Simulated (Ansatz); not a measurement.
# BH6NO: the cost of one run

All numbers below are computed with Ansatz 0.2.0 (RKS PBE0-D4/cc-pVDZ).

## (1) The starting structure

Bond lengths: B1–H3 1.190 Å, B1–N4 1.550 Å, N4–H5 1.060 Å, N4–H6 1.060 Å, B1–O7 1.710 Å, O7–H8 1.010 Å. Angles: H3–B1–N4 120.0°, H3–B1–O7 105.4°, N4–B1–O7 92.8°, B1–N4–H5 120.0°, B1–N4–H6 120.0°, H5–N4–H6 120.0°, B1–O7–H8 109.5°.

Coordinates:

```xyz
9

B     0.0000    0.0000    0.0000
H     0.0000    0.0000    1.5400
H     1.0305    0.0000   -0.5950
N    -1.3423    0.0000   -0.7750
H    -2.0112   -0.8164   -0.6764
H    -1.5914    0.8164   -1.4036
O    -0.2139    1.6086    0.5392
H    -1.1525    1.9139    0.3252
H    -0.1135    0.8538    1.5370
```

## (2) Pulling towards end A

Springs on the bonds that form and break draw the guess towards this end; the thresholds are loose.

The input, input.yaml:

```yaml
crystal:
  periodic: [false, false, false]
  atoms:
    - { symbol: B, position_ang: [0.0, 0.0, 0.0] }
    - { symbol: H, position_ang: [0.0, 0.0, 1.54] }
    - { symbol: H, position_ang: [1.0305, 0.0, -0.595] }
    - { symbol: "N", position_ang: [-1.3423, 0.0, -0.775] }
    - { symbol: H, position_ang: [-2.0112, -0.8164, -0.6764] }
    - { symbol: H, position_ang: [-1.5914, 0.8164, -1.4036] }
    - { symbol: O, position_ang: [-0.2139, 1.6086, 0.5392] }
    - { symbol: H, position_ang: [-1.1525, 1.9139, 0.3252] }
    - { symbol: H, position_ang: [-0.1135, 0.8538, 1.537] }
basis:
  gaussian: { orbitals: cc-pVDZ }
hamiltonian:
  xc: pbe0
  dispersion: d4
relax:
  f_tol: 0.15
  max_steps: 25
  restrain:
    - { distance: [0, 6], at: 2.61, k: 30.0 }
    - { distance: [8, 1], at: 1.86, k: 30.0 }
    - { distance: [0, 1], at: 1.19, k: 30.0 }
    - { distance: [8, 6], at: 1.01, k: 30.0 }
```

The run is started by

```console
> ansatz run input.yaml --threads 1 --pin off --max-ram 2048MiB --backend cpu --events-out ev --progress --plain --runs-dir out
```

**Question.** How long does this run take on 1 thread of Arm Neoverse V2, shared host, and how much memory does it need?

About 22 s, with a peak of 0.14 GiB.
